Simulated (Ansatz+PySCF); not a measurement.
A calculation with Ansatz (development build ahead of 0.2.0).

```yaml
crystal:
  periodic: [false, false, false]
  atoms:
    - { symbol: O, position_ang: [0.0, 0.0, -1.09915] }
    - { symbol: O, position_ang: [0.0, 0.0, 1.09915] }
basis:
  gaussian: { orbitals: STO-3G }
magnetization:
  initial_magnetization: 2
hamiltonian:
  xc: hf
correlation:
  method: mp2
  frozen_orbitals: { O: 1 }
scf:
  omitted_lower_state_checks: [stability, starts, atomic_configurations, cluster_reference, orbital_swaps, given_window_search, neighbouring_geometries, increment]
```

The input is written out in the form of the current development build from the run's settings. Correlation on restricted open-shell orbitals is semicanonical, with singles.

Results

| Property | Result |
| --- | --- |
| Converged | yes |
| Reference energy | -147.12781 hartree |
| Correlation energy | -0.68036 hartree |
| Total energy | -147.80816 hartree |
| Spin squared of the determinant | 2.000 |
| Occupied orbitals by symmetry in an Abelian subgroup (alpha; beta) | 3 Ag 2 B1u 1 B2g 1 B2u 1 B3g 1 B3u; 3 Ag 2 B1u 1 B2u 1 B3u |

The reference isn't the lowest determinant (another lies 9.47 eV lower), but the same method gives a higher total on the lower determinant. Caution: large amplitudes, a single reference is doubtful; an unrestricted determinant lies well below.
